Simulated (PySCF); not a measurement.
Gas-phase reaction: H₃SiSiCl₃ + SiH₃Cl = 3 SiH₂Cl + Cl

Energies from PySCF (xtb for GFN2), thermal terms from the rigid-rotor harmonic-oscillator model, ideal gas at 1 bar. † marks an energy on the PBE0/def2-TZVP geometry and frequencies; other levels use their own. MP2 freezes the core. 6-31G* has spherical d functions here. Open shells (unrestricted): SiH₂Cl (multiplicity 2), Cl (multiplicity 2, electronic degeneracy 6); the rest are closed-shell singlets. GFN2 has no spin-polarisation term. Spin-orbit splitting is ignored; it lowers the true energy and changes the entropy of Cl. B3LYP is the form with VWN-RPA correlation. H₃SiSiCl₃, SiH₂Cl: computed as isolated molecules; such fragments, hydroxides, amides, oligomers or adducts are transient or little studied in the gas. MP2 isn't extrapolated to the basis-set limit; its ΔH°(298 K) is 753.5 kJ in def2-SVP and 801.2 kJ in def2-TZVPP. The harmonic model lacks anharmonicity and excited electronic states, which grow with temperature; levels with a mode under 35 cm⁻¹ are left out. Internal rotation in H₃SiSiCl₃ is treated as a harmonic vibration of one conformer, which makes the entropy rough.

```
level               ΔE electronic, kJ  ΔH°(298 K), kJ  ΔS°(298 K), J/K  ΔG°(800 K), kJ
------------------  -----------------  --------------  ---------------  --------------
B3LYP/def2-TZVP†                  745             730              328             471
GFN2-xTB                          752             741              312             494
HF/6-31G*                         581             566              334             301
M06-2X/def2-TZVP†                 783             768              328             509
MP2/def2-TZVPP†                   816             801              328             542
PBE/def2-SVP                      773             758              327             500
PBE/def2-TZVP†                    770             756              328             497
PBE0/def2-TZVP                    774             759              328             500
ωB97X-V/def2-TZVP†                818             803              328             544
```
ΔH° is lowest at HF/6-31G* and highest at ωB97X-V/def2-TZVP†. No reference value is set beside these.
